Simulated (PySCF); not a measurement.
Adding and removing an electron: CF

UHF-CCSD(T); PySCF, no relativity, basis sets C pcseg-2, F pcseg-2. Neutral (UHF): doublet (π ↑), Re = 1.279 Å, ωe = 1308 cm⁻¹, De = 5.56 eV.

CF⁺ (RHF): singlet (closed shell), Re = 1.161 Å, ωe = 1783 cm⁻¹, De = 7.72 eV to C⁺ + F. The energies at the minima are -137.59254 hartree for CF and -137.26306 for CF⁺.

Work out the adiabatic ionisation energy, without and with harmonic zero-point energies (1 hartree = 27.2114 eV, 1 eV = 8065.5 cm⁻¹), and the change of the bond length.

At CCSD(T): 0.32948 hartree = 8.966 eV between the minima; the zero-point term (1783.0 − 1308.0)/2 cm⁻¹ = +0.029 eV makes it 8.995 eV. Re changes by -11.8 pm against the neutral. The electron leaves a π orbital, and the shorter bond of the ion fits an antibonding orbital, or a change in how ionic the bond is.

Correlated steps freeze 2 core orbitals. For an ion De counts to the pair picked by the measured ionisation energies or electron affinities, which need not be the lowest pair at this level. Where the molecule has an RHF reference, its open-shell atoms are computed with UHF. The CCSD T1 diagnostic is raised in CF⁺, a sign that a single reference may not be enough there. States were picked by a PBE0 search and need not be the measured ground states.

Neutral and ion stand on different kinds of reference determinant, which adds to the error of the difference.
